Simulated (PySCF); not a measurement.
## Electronic absorption of C4H6N2

Species: C₄H₆N₂.
Cartesian coordinates in Å at the GFN2-xTB level; atoms count from 1:
```xyz
12
C4H6N2 angstrom
C     -1.8443   -0.0138    0.0496
N     -0.4130   -0.0880    0.0139
C      0.4618    0.9356   -0.0452
C      1.7217    0.3837   -0.0641
C      1.4967   -0.9978   -0.0129
N      0.2051   -1.2628    0.0333
H     -2.1752    0.6184    0.8755
H     -2.2361    0.3902   -0.8867
H     -2.2249   -1.0231    0.1902
H      0.1345    1.9558   -0.0669
H      2.6611    0.8953   -0.1067
H      2.2139   -1.7943   -0.0060
```

Computed, not measured: TDDFT CAM-B3LYP/def2-SVPD, vertical, gas phase, core orbitals frozen in the response in PySCF 2.14.0, density-fitted response routines.

**Question.** List the vertical singlet excitations with oscillator strengths and describe the spectrum.

**Answer.** 

| state | E (eV) | E (kJ/mol) | λ (nm) | f | main configurations (H = HOMO, L = LUMO) |
| --- | --- | --- | --- | --- | --- |
| S1 | 6.65 | 642 | 186.4 | 0.122 | H→L+1 (54%), H-1→L+1 (31%) |
| S2 | 6.93 | 668 | 179.0 | 0.079 | H-1→L+1 (54%), H→L+1 (33%) |
| S3 | 6.94 | 670 | 178.7 | 0.0036 | H-2→L+1 (84%) |
| S4 | 6.98 | 674 | 177.5 | 0.032 | H→L (74%), H→L+2 (13%) |
| S5 | 7.07 | 682 | 175.4 | 0.012 | H-1→L (85%) |
| S6 | 7.72 | 744 | 160.7 | 0.0079 | H→L+2 (72%), H→L (10%) |
| S7 | 7.91 | 763 | 156.8 | 0.0014 | H-1→L+2 (72%), H-1→L+3 (11%) |
| S8 | 8.07 | 779 | 153.6 | 0.0014 | H→L+3 (82%) |

Triplets (Tamm–Dancoff): T1 4.72 eV, H-1→L+1 (51%), H→L+1 (38%); T2 5.20 eV, H→L+1 (56%), H-1→L+1 (37%); T3 6.10 eV, H-2→L+1 (80%), H-2→L+4 (16%).

The lowest singlet lies at 6.65 eV (186 nm, vacuum ultraviolet) and is of moderate strength; its leading configuration is HOMO→LUMO+1 (54%). The lowest level is also the most intense of those listed (f = 0.122). Löwdin shares by element: HOMO carbon 52% or more, nitrogen 30% (atoms not listed hold the other 18%); LUMO carbon 49% or more, hydrogen 23% or more (atoms not listed hold the other 28%). Orbital energies (eV): HOMO-3 -12.50, HOMO-2 -9.64, HOMO-1 -8.52, HOMO -8.43, LUMO 1.34, LUMO+1 1.50, LUMO+2 2.10. The listed states span 1.42 eV, and the widest gap between neighbours is 0.65 eV (S5 to S6). Of the 8 states listed, 4 reach f = 0.01 and none stays under 0.0005. The window holds the lowest 8 singlets.
